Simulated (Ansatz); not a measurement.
Relaxation of CH$_{8}$MgSi (11 atoms, charge 0, multiplicity 1), to a largest force component of 0.03 eV/Å in at most 50 steps.

Computed with RKS r2SCAN/6-31G* in Ansatz.

```xyz
11
Properties=species:S:1:pos:R:3
Mg -1.463 0.562 -0.203
Si 1.839 0.043 1.647
C -1.599 -0.374 -2.065
H 0.501 0.590 1.484
H -1.292 1.313 1.334
H 1.992 -0.464 3.039
H 2.853 1.100 1.378
H 2.059 -1.092 0.700
H -2.590 -0.821 -2.227
H -1.434 0.326 -2.896
H -0.868 -1.184 -2.190
```

Q: Where does it end, and by what steps?

A: It converged. After 26 steps the energy has fallen by 0.289 eV; H4 moved furthest, 1.57 Å.

```json
{"step": "0", "energy less start (eV)": "0.0000", "largest force component (eV/Å)": "0.914", "accepted": "yes"}
{"step": "1", "energy less start (eV)": "-0.1097", "largest force component (eV/Å)": "0.266", "accepted": "yes"}
{"step": "2", "energy less start (eV)": "-0.1658", "largest force component (eV/Å)": "0.139", "accepted": "yes"}
{"step": "3", "energy less start (eV)": "-0.1986", "largest force component (eV/Å)": "0.091", "accepted": "yes"}
{"step": "4", "energy less start (eV)": "-0.2224", "largest force component (eV/Å)": "0.044", "accepted": "yes"}
{"step": "5", "energy less start (eV)": "-0.2350", "largest force component (eV/Å)": "0.164", "accepted": "yes"}
{"step": "6", "energy less start (eV)": "-0.2405", "largest force component (eV/Å)": "0.123", "accepted": "yes"}
{"step": "7", "energy less start (eV)": "-0.2466", "largest force component (eV/Å)": "0.052", "accepted": "yes"}
{"step": "8", "energy less start (eV)": "-0.2501", "largest force component (eV/Å)": "0.050", "accepted": "yes"}
{"step": "9", "energy less start (eV)": "-0.2510", "largest force component (eV/Å)": "0.033", "accepted": "yes"}
{"step": "10", "energy less start (eV)": "-0.2514", "largest force component (eV/Å)": "0.031", "accepted": "yes"}
{"step": "11", "energy less start (eV)": "-0.2519", "largest force component (eV/Å)": "0.065", "accepted": "yes"}
{"step": "12", "energy less start (eV)": "-0.2526", "largest force component (eV/Å)": "0.076", "accepted": "yes"}
{"step": "13", "energy less start (eV)": "-0.2536", "largest force component (eV/Å)": "0.068", "accepted": "yes"}
{"step": "14", "energy less start (eV)": "-0.2546", "largest force component (eV/Å)": "0.115", "accepted": "yes"}
{"step": "15", "energy less start (eV)": "-0.2556", "largest force component (eV/Å)": "0.111", "accepted": "yes"}
{"step": "16", "energy less start (eV)": "-0.2569", "largest force component (eV/Å)": "0.148", "accepted": "yes"}
{"step": "17", "energy less start (eV)": "-0.2585", "largest force component (eV/Å)": "0.160", "accepted": "yes"}
{"step": "18", "energy less start (eV)": "-0.2605", "largest force component (eV/Å)": "0.170", "accepted": "yes"}
{"step": "19", "energy less start (eV)": "-0.2626", "largest force component (eV/Å)": "0.213", "accepted": "yes"}
{"step": "20", "energy less start (eV)": "-0.2657", "largest force component (eV/Å)": "0.200", "accepted": "yes"}
{"step": "21", "energy less start (eV)": "-0.2705", "largest force component (eV/Å)": "0.246", "accepted": "yes"}
{"step": "22", "energy less start (eV)": "-0.2747", "largest force component (eV/Å)": "0.229", "accepted": "yes"}
{"step": "23", "energy less start (eV)": "-0.2801", "largest force component (eV/Å)": "0.205", "accepted": "yes"}
{"step": "24", "energy less start (eV)": "-0.2849", "largest force component (eV/Å)": "0.152", "accepted": "yes"}
{"step": "25", "energy less start (eV)": "-0.2883", "largest force component (eV/Å)": "0.080", "accepted": "yes"}
{"step": "26", "energy less start (eV)": "-0.2895", "largest force component (eV/Å)": "0.015", "accepted": "yes"}
```

```xyz
11
Properties=species:S:1:pos:R:3
Mg -1.262 0.565 0.007
Si 1.820 -0.015 1.425
C -1.605 -0.323 -1.854
H 0.853 -0.451 0.364
H -1.189 1.404 1.521
H 1.261 -0.351 2.755
H 2.047 1.443 1.281
H 3.084 -0.761 1.184
H -2.538 0.019 -2.326
H -0.798 -0.110 -2.571
H -1.674 -1.419 -1.787
```

Run time: 82 s on 2 threads of Intel(R) Xeon(R) Processor @ 2.70GHz, with other jobs on the host, peak memory 0.18 GiB.
